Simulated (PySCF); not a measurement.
Molecule: 2-chloro-2-methylbutane, C$_{5}$H$_{11}$Cl.

Cartesian coordinates in Å; atom numbers follow the order of the lines, from 1:
```xyz
17

C     1.922   -0.737    0.136
C     0.808    0.145    0.689
C    -0.365    0.366   -0.270
C    -0.992   -0.934   -0.753
C    -1.413    1.268    0.370
Cl    0.262    1.239   -1.726
H     1.588   -1.763    0.010
H     2.764   -0.737    0.824
H     2.264   -0.358   -0.824
H     1.224    1.120    0.950
H     0.410   -0.302    1.604
H    -0.285   -1.514   -1.339
H    -1.860   -0.724   -1.374
H    -1.310   -1.527    0.103
H    -1.849    0.770    1.233
H    -0.968    2.205    0.697
H    -2.206    1.494   -0.339
```

Frames of a GFN2-xTB Langevin trajectory at 200 K; GIAO PBE0/pcSseg-1 shieldings in PySCF 2.14, gas phase, non-relativistic; equivalent atoms averaged within each frame.

δ = σ(ref) − σ, references computed at the same level: $^{13}$C (186.93 ppm), $^{1}$H (31.72 ppm) vs TMS; HCl for $^{35}$Cl (949.78 ppm). The references are static minima.

Task: How do the shifts (ppm) fluctuate along the trajectory?

Result: 
```tsv
time (fs)	C3	C2	C4/C5	C1	Cl6	H10/H11	H12/H13/H14/H15/H16/H17	H7/H8/H9
optimised geometry	73.3	42.1	34.7	11.4	225	1.64	1.54	1.25
250	68.8	44.1	36.2	12.7	207	2.01	1.65	1.29
425	68.7	42.7	34.6	13.1	206	1.60	1.60	1.51
625	73.6	38.4	37.1	8.0	234	1.70	1.70	1.15
800	72.6	43.1	40.0	11.8	234	1.89	2.05	1.34
1000	77.3	56.0	33.8	16.1	302	2.80	1.86	1.93
mean of frames	72.2	44.9	36.3	12.3	237	2.00	1.77	1.44
standard deviation	3.6	6.6	2.4	2.9	39	0.47	0.18	0.30
```

5 frames give an uncertainty of the mean of about the standard deviation over 2.2 at best, since frames this close in time may not be independent; classical motion lacks zero-point vibration, and the reference would need the same averaging.
